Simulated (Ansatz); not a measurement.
Ansatz (a quantum-chemistry and plane-wave program) input (PBE0/def2-SVP):

Ansatz 0.2 input:
```yaml
crystal:
  periodic: [false, false, false]
  atoms:
    - {symbol: C, position_ang: [1.12919533, -0.39406295, -0.00164990]}
    - {symbol: C, position_ang: [-0.14143027, 0.51242111, -0.00266185]}
    - {symbol: O, position_ang: [-1.28208088, -0.15550863, 0.00560815]}
    - {symbol: H, position_ang: [0.02137937, 1.21875287, 0.88106336]}
    - {symbol: H, position_ang: [0.01494044, 1.20774330, -0.89622607]}
    - {symbol: H, position_ang: [2.06517780, 0.18990598, -0.00865831]}
    - {symbol: H, position_ang: [1.11748454, -1.03576096, 0.88706791]}
    - {symbol: H, position_ang: [1.11107452, -1.04672109, -0.88224163]}
basis:
  gaussian:
    orbitals: def2-SVP
hamiltonian:
  xc: {name: PBE0}
total_charge: -1
```

End of the output:

```
integrals: 0.02 GiB planned
749 factors; their error is unknown
mean field: 0.17 GiB planned
mean field evaluation 1: about -4191.8463 eV, gradient 2.6e1 eV
mean field evaluation 2: about -4189.8145 eV, gradient 4.2e1 eV
mean field evaluation 4: about -4193.4026 eV, gradient 1.7e0 eV
mean field evaluation 8: about -4193.4085 eV, gradient 2.9e-2 eV
mean field -4193.40854763 eV, -154.1049217309 hartree, gradient 4.3e-5 eV, S^2 0.000000; 0 other end points of the search recorded, 0 dependent functions left out
reference -4193.40856923 eV, -154.1049225249 hartree; 13, 13 occupied and 54, 54 virtual orbitals, 749 factors
Total energy: -4193.40856923 eV, -154.1049225249 hartree
```

It need not be the lowest isomer of its formula. Whether it binds its extra electron was not tested at this geometry.
